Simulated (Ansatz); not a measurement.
hcp Tc was calculated with PBEsol-D3(BJ) (plane waves, PAW; Ansatz, a program for electronic structure).

Run with plane-wave cutoff 520 eV, 24×24×12 k mesh (along the axes of the cell as run), Fermi–Dirac smearing 0.05 eV, no spin polarisation, scalar-relativistic PAW data made under PBE.

Results at a series of volumes:

```json
[
 {"V (Å³/atom)": "13.151", "E − E_lowest (meV/atom)": "25.46"},
 {"V (Å³/atom)": "13.425", "E − E_lowest (meV/atom)": "6.14"},
 {"V (Å³/atom)": "13.699", "E − E_lowest (meV/atom)": "0.00"},
 {"V (Å³/atom)": "13.973", "E − E_lowest (meV/atom)": "5.70"},
 {"V (Å³/atom)": "14.247", "E − E_lowest (meV/atom)": "22.01"}
]
```

Problem. What bulk modulus B0 and pressure derivative B′ does a third-order Birch–Murnaghan fit give?

Solution. V0 = 13.699 Å³/atom, B0 = 346 GPa, B′ = 4.4 (fit to the energies at full precision).

Shape and atoms are relaxed at each volume.

Measured, for comparison: bulk modulus 303 GPa (zero-point energy and finite temperature contributions removed; as tabulated in doi:10.1021/acs.jctc.3c00612). Computed (rounded) less measured: bulk modulus +14 %.

Note: the bulk modulus comes from volumes at which shape and atoms were relaxed.
